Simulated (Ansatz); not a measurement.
# BS⁺, triplet: stretch scan

Starting geometry (PBE0/def2-TZVP stationary point for this spin):

```xyz
2

B     0.0000    0.0000    0.0000
S     0.0000    0.0000    1.7033
```

From there S2 moves along the line of the two atoms named below, all else staying in place; atoms are numbered as listed. Energies are in kJ/mol, counted from the starting geometry at the same level.

Basis 6-31G; Ansatz 0.2.0. Correlated methods freeze the noble-gas cores. Prefix R: restricted or restricted open-shell reference; prefix U: unrestricted. Active spaces: valence = (8e, 8o) chosen from the atoms' valence shells.

Unrestricted rows (U) aren't spin-pure: their determinants' ⟨S²⟩ exceeds S(S+1) by up to 0.18, so they mix in states of higher spin. HF rows are the lowest solutions found. Coupled cluster chose its determinant by trial CCSD, here up to 0.04 eV above the lowest Hartree–Fock solution of its kind, and MP2 stands on that determinant too. For open shells CISD is restricted-active-space CI with the open shells as a complete middle space. Runs in a small pair space aren't shown, since their orbitals change along the scan. The reference follows the lowest state, whose symmetry changes from Π to Σ⁻ or Δ between 2.030 and 2.338.

Full CI is exact within this basis and frozen core; it isn't the basis-set limit. The frozen core follows each run's orbitals, which can shift R against U totals by a few meV.

```
distance B1-S2 (Å)  full CI  unpaired electrons (full CI)  error RHF  error UMP2  error CISD  error RCCSD  error UCCSDT(Q)  error NEVPT2 (valence space)
             1.385    365.9                          2.03      -26.4       -14.0        -5.9         -6.2              0.4                          -0.7
             1.509    133.2                          2.04      -16.7        -9.8        -3.7         -4.0              0.3                          -0.5
             1.703      0.0                          2.06        0.0         0.0         0.0          0.0              0.0                           0.0
             1.873     -8.0                          2.08       15.1        13.7         3.1          2.9             -0.5                           0.7
             2.030     15.8                          2.10       28.4        28.7         5.5          3.4             -0.7                           1.6
             2.338     35.1                          2.17        6.4        37.2        -2.4         -8.5              0.5                           2.0
             2.775     28.0                          2.16        0.8        39.0        -3.6         -9.7              0.5                           3.7
             3.154     46.2                          2.15       -6.2        36.3        -5.0        -10.9              0.5                           9.2
             3.723     76.0                          2.14      -15.7        32.4        -7.4        -12.5              0.5                          10.4
             4.616     99.8                          2.13      -22.8        30.3        -9.6        -13.6              0.5                           6.4
             5.766    107.6                          2.13      -24.1        30.0        -9.9        -13.7              0.5                           5.5
```

Unpaired electrons are Σ n²(2−n)² over natural occupations. Errors are those of relative energies. In total energy the starting point itself misses full CI by: RHF 238.4, UMP2 59.3, CISD 18.0, RCCSD 14.3, UCCSDT(Q) -0.5, NEVPT2 (valence space) 17.5 kJ/mol.

Spread of the error over the points with a reference, to 5.766 Å (largest less smallest): UCCSDT(Q) 1.2, NEVPT2 (valence space) 11.1, CISD 15.4, RCCSD 17.1, UMP2 53.0, RHF 54.8 kJ/mol.
